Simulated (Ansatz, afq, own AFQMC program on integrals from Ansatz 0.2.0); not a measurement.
# Where AFQMC and coupled cluster stand for BH₄⁺, triplet

```yaml
atoms:
  - { symbol: B, position_ang: [-0.0290, 0.0291, 0.0629] }
  - { symbol: H, position_ang: [0.4434, 0.5154, 1.1202] }
  - { symbol: H, position_ang: [-0.5148, -0.4417, 1.1212] }
  - { symbol: H, position_ang: [-0.5010, 0.5005, -1.0014] }
  - { symbol: H, position_ang: [0.8838, -0.8867, -1.9149] }
```

Basis 6-31G. Noble-gas cores (and the filled d shells of Ga–Kr and In–Xe) are frozen. Ansatz 0.2.0 and our own AFQMC program on the same integrals; the CISD trial comes from CCSD amplitudes, and released means the phaseless constraint is let go. Uncertainties: one standard error, sampling alone.

Determinant: UHF, the one that the program's search chose, which needn't be the lowest solution. The geometry is a point of a scan.

Full CI on the same integrals is exact in this basis and with this determinant's frozen core.

Cautions: lower spins were not checked; the released energies have errors that jump between times, so the bars are unsure, so no released level is given (meV from the phaseless value at times in 1/Eh: -27 ± 26 at 0.24, -1.8 ± 0.5 at 0.51, -4.1 ± 0.7 at 0.99, -5.3 ± 0.7 at 1.62, -4.6 ± 0.7 at 2.40), though the last usable value meets full CI within the noise.

* T1 diagnostic: 0.0123
* weight of the determinant in the CISD state: 0.955
* ⟨S²⟩ of the determinant: 2.006
* size of the correlated space: 6 electrons in 16 orbitals

Reference: full CI, correlation energy -1.772 eV.

| level | E − E(reference) (kJ/mol) | share of correlation (%) |
| --- | --- | --- |
| HF | 171.0 | 0.00 |
| MP2 | 50.3 | 70.61 |
| CCSD | 3.3 | 98.04 |
| CCSD(T) | 1.1 | 99.34 |
| CCSDT | 0.1 | 99.97 |
| CCSDT(Q) | 0.0 | 100.00 |
| CCSDTQ | 0.0 | 100.00 |
| ph-AFQMC/HF | -3.1 ± 1.1 | 101.79 |
| ph-AFQMC/CISD | 0.4 ± 0.08 | 99.75 |

CCSDT and higher add their correlation energy to the determinant of the CCSD(T) run, since their own runs factorise the integrals more tightly (a shift of under 2 meV). A walk keeps the symmetry of its determinant, which the program's search chose and which needn't be the lowest solution, so a lower state of the same spin and another symmetry isn't excluded.
